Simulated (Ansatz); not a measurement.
The input, for Ansatz 0.2.0:

```yaml
crystal:
  periodic: [false, false, false]
  atoms:
    - {symbol: Si, position_ang: [0.000000, 0.000000, 0.174230]}
    - {symbol: B, position_ang: [0.000000, 0.000000, -1.864326]}
    - {symbol: H, position_ang: [0.000000, 0.000000, 1.690095]}
basis:
  gaussian: {orbitals: cc-pVTZ}
total_charge: 1
magnetization: {spin_polarized: true, initial_magnetization: 1}
hamiltonian: {xc: {name: wB97M-V}}
output: {orbitals: {seedname: orbitals}}
```

```sh
$ ansatz run in.yaml --threads 1 --pin off --events-out ev --progress --plain --max-ram 2393MiB
```

The program prints:

```
  # Of w^i u^j: cxij and so on, Table III.
  gx(w, u) = 1 - cx + cx01*u + cx10*w
  gss(w, u) = css00 + css04*u^4 + css10*w + css20*w^2 + css43*w^4*u^3
  gos(w, u) = cos00 + cos10*w + (cos20 + cos21*u)*w^2 + (cos60 + cos61*u)*w^6
      + integral(e_c_pw_mod_opposite_spin*gos(b97_w_opposite, b97_u_opposite)) + vv10(b, c)
556 factors; their error is unknown
112 factors; integrals over basis functions are off by at most 1.3e-4 eV
mean field evaluation 1: about -8554.2307 eV, gradient 5.9e0 eV
mean field evaluation 2: about -8554.4729 eV, gradient 1.7e0 eV
mean field evaluation 4: about -8554.5101 eV, gradient 3.2e-1 eV
mean field evaluation 8: about -8554.5240 eV, gradient 1.2e-1 eV
mean field evaluation 16: about -8554.5243 eV, gradient 2.0e-4 eV
mean field evaluation 32: about -8554.5284 eV, gradient 1.5e-5 eV
mean field -8554.52842169 eV, -314.3731210294 hartree, gradient 8.6e-6 eV, S^2 0.915134; 7 other end points of the search recorded, 0 dependent functions left out
reference -8554.52845813 eV, -314.3731223688 hartree; 10, 9 occupied and 68, 69 virtual orbitals, 556 factors
Total energy: -8554.52845813 eV, -314.3731223688 hartree
```

Ran on 1 thread of Arm Neoverse V2, shared host: 18 s wall, 0.22 GiB peak host memory.
